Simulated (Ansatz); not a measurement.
# C6H8: which of these isomers lies lowest?

3 of its isomers, all singlets with charge 0: A = bicyclo[2.2.0]hex-1(4)-ene `C1CC2=C1CC2`; B = Bicyclo[3.1.0]hex-2-ene `C1=CC2CC2C1`; C = 1,4-cyclohexadiene `C1=CCC=CC1`.

Shapes, held fixed at every level: PBE0-D4/def2-TZVP. Programs: Ansatz 0.2.0.

Electronic energies in kJ/mol, without zero-point or thermal terms.

| level | kind | B − A | C − A |
| --- | --- | --- | --- |
| HF/def2-SVP | Hartree–Fock | -249.0 | -311.0 |
| HF/def2-TZVPP | Hartree–Fock | -245.7 | -313.4 |
| SPW92/def2-TZVPP | LDA | -222.8 | -252.7 |
| PBE-D4/def2-TZVPP | GGA | -216.2 | -258.0 |
| BHLYP-D4/def2-TZVPP | global hybrid | -240.7 | -300.0 |
| B2PLYP/def2-TZVPP | double hybrid | -227.7 | -280.8 |
| CCSD/def2-SVP | coupled cluster or CI | -237.8 | -281.4 |
| CCSD(T)/CBS estimate | coupled cluster or CI | -228.2 | -276.8 |

The highest level, CCSD(T)/CBS estimate, puts C lowest of these. All levels agree on that. The B − A difference spans -249.0 to -216.2 kJ/mol over the levels. The CBS estimate extrapolates MP2 from def2-TZVPP and def2-QZVPP and adds CCSD(T) − MP2 in the triple-zeta set, cores frozen.
